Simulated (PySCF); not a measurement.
**`C=C=C`, C3H4**

Cartesian coordinates in Å; atom numbers follow the order of the lines, from 1:
```xyz
7

C    -1.287   -0.046   -0.039
C     0.021   -0.043   -0.047
C     1.328   -0.040   -0.054
H    -1.852    0.590    0.650
H    -1.857   -0.685   -0.722
H     1.890    0.648   -0.695
H     1.901   -0.725    0.580
```

Computed with GIAO B97-2/pcSseg-2 magnetisability, rotational g tensor and spin-rotation constants, non-relativistic, gas phase (PySCF 2.14.0). Geometry: PBE0-D3(BJ)/def2-SVP.

(1) Give the nuclear spin-rotation constants along the inertial axes (H = +C I·J) beside the isotropic shieldings.

Answers

(1) Rotational constants 142.8687, 8.8702, 8.8702 GHz. A star marks the isotopologue with that one atom substituted, in its own axes.
```tsv
atom	isotope	Caa (kHz)	Cbb (kHz)	Ccc (kHz)	mean (kHz)	σ (ppm)
H4	1H	-7.315	-0.346	-0.346	-2.669	26.5
H5	1H	-7.312	-0.346	-0.346	-2.668	26.5
H6	1H	-7.314	-0.346	-0.346	-2.669	26.5
H7	1H	-7.312	-0.346	-0.346	-2.668	26.5
C1	13C*	30.897	2.162	2.162	11.740	105.8
C2	13C*	62.244	4.310	4.310	23.622	-44.5
```
Where two moments of inertia are equal or nearly so, the constants along those axes are given as their average.
For the geometry as given, no vibrational averaging.
